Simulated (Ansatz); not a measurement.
**C2H5NO: up Jacob's ladder to CCSD(T)**

An exercise on one series of results from a longer session: the logs are not shown, and one member is left open.

Method: functionals in def2-TZVPP, the program's frozen cores in correlated methods; program: Ansatz 0.2.0, Gaussian basis.

The runs, in order: LDA (SPW92), PBE-D4, revPBE-D4, BLYP-D4, r2SCAN-D4, B97M-V, PBE0-D4, B3LYP-D4, r2SCANh-D4, r2SCAN0-D4, HSE06-D4, BHLYP-D4, CAM-B3LYP-D4, LC-ωPBE, ωB97X-V, ωB97M-V, B2PLYP, PBE-QIDH; CCSD(T)/def2-SVP; CCSD(T)/def2-TZVPP; MP2/def2-QZVPP; extrapolation to the limit; RPA on PBE.

## The geometry

An earlier PBE0-D4 in a triple-zeta def2 set relaxation fixed the geometry.

SMILES `CNC=O`, 9 atoms, charge 0, spin multiplicity 1.

Atoms are counted from 1 here; the program's logs count them from 0.

Bond lengths: C1–N2 1.441 Å, C1–H5 1.093 Å, C1–H6 1.093 Å, C1–H7 1.089 Å, N2–C3 1.351 Å, N2–H8 1.005 Å, C3–O4 1.209 Å, C3–H9 1.106 Å. Angles: N2–C1–H5 111.3°, N2–C1–H6 111.3°, N2–C1–H7 107.5°, H5–C1–H6 108.9°, H5–C1–H7 108.9°, H6–C1–H7 108.8°, C1–N2–C3 122.9°, C1–N2–H8 119.4°, C3–N2–H8 117.6°, N2–C3–O4 125.5°, N2–C3–H9 112.0°, O4–C3–H9 122.5°.

As a file:

```xyz
9
C2H5NO
C    -0.3200    0.5959   -0.8824
N    -0.3387   -0.4045    0.1543
C     0.6573   -0.5469    1.0552
O     1.6609    0.1258    1.1037
H    -0.3618    0.1394   -1.8744
H    -1.1555    1.2928   -0.7778
H     0.6131    1.1489   -0.7879
H    -1.1232   -1.0289    0.2238
H     0.4565   -1.3687    1.7683
```

The first run:

in.yaml reads:

```yaml
crystal:
  periodic: [false, false, false]
  atoms:
    - {symbol: C, position_ang: [-0.320008, 0.595917, -0.882364]}
    - {symbol: N, position_ang: [-0.338725, -0.404461, 0.154302]}
    - {symbol: C, position_ang: [0.657272, -0.546874, 1.055210]}
    - {symbol: O, position_ang: [1.660894, 0.125804, 1.103684]}
    - {symbol: H, position_ang: [-0.361833, 0.139374, -1.874365]}
    - {symbol: H, position_ang: [-1.155517, 1.292752, -0.777775]}
    - {symbol: H, position_ang: [0.613086, 1.148898, -0.787858]}
    - {symbol: H, position_ang: [-1.123159, -1.028862, 0.223833]}
    - {symbol: H, position_ang: [0.456490, -1.368748, 1.768332]}
basis:
  gaussian: {orbitals: def2-TZVPP}
hamiltonian: {xc: lda}
output: {orbitals: {seedname: orbitals}}
```

Run with:

```console
$ ansatz run in.yaml --threads 2 --pin off --events-out ev --progress --plain --max-ram 4352MiB
```

Steps of the session up to this table: LDA; PBE-D4 (GGA); revPBE-D4 (GGA); BLYP-D4 (GGA); r2SCAN-D4 (meta-GGA); B97M-V (meta-GGA); B3LYP-D4 (hybrid); r2SCANh-D4 (hybrid); r2SCAN0-D4 (hybrid); HSE06-D4 (hybrid); BHLYP-D4 (hybrid); CAM-B3LYP-D4 (range-separated); LC-ωPBE (range-separated); ωB97X-V (range-separated); ωB97M-V (range-separated); B2PLYP (double hybrid); PBE-QIDH (double hybrid).

One of the session's tables, all rows but one given; the rest of the session is left out.

It belongs to the step «Orbital energies across the functionals». 

| functional | HOMO (eV) | LUMO (eV) | gap (eV) |
| --- | --- | --- | --- |
| LDA (SPW92) | -6.00 | -0.65 | 5.35 |
| PBE-D4 | -5.84 | -0.39 | 5.44 |
| revPBE-D4 | -5.77 | -0.30 | 5.47 |
| BLYP-D4 | -5.76 | -0.30 | 5.45 |
| r2SCAN-D4 | -6.15 | -0.12 | 6.03 |
| B97M-V | -6.31 | -0.04 | 6.27 |
| PBE0-D4 | -7.48 | 0.72 | 8.20 |
| B3LYP-D4 | -7.23 | 0.42 | 7.66 |
| r2SCANh-D4 | -6.78 | 0.28 | 7.06 |
| r2SCAN0-D4 | -7.72 | 0.89 | 8.61 |
| HSE06-D4 | -7.07 | 0.34 | 7.41 |
| BHLYP-D4 | -8.80 | 1.50 | 10.30 |
| CAM-B3LYP-D4 | -8.92 | 1.67 | 10.59 |
| LC-ωPBE | -10.25 | 2.98 | 13.24 |
| ωB97X-V | ? | ? | ? |
| ωB97M-V | -9.81 | 2.32 | 12.13 |

**Question.** Estimate the row for ωB97X-V.

The run gave: HOMO (eV): -9.89; LUMO (eV): 2.82; gap (eV): 12.71. In the column «HOMO (eV)» it lies between LC-ωPBE (-10.25) and ωB97M-V (-9.81).
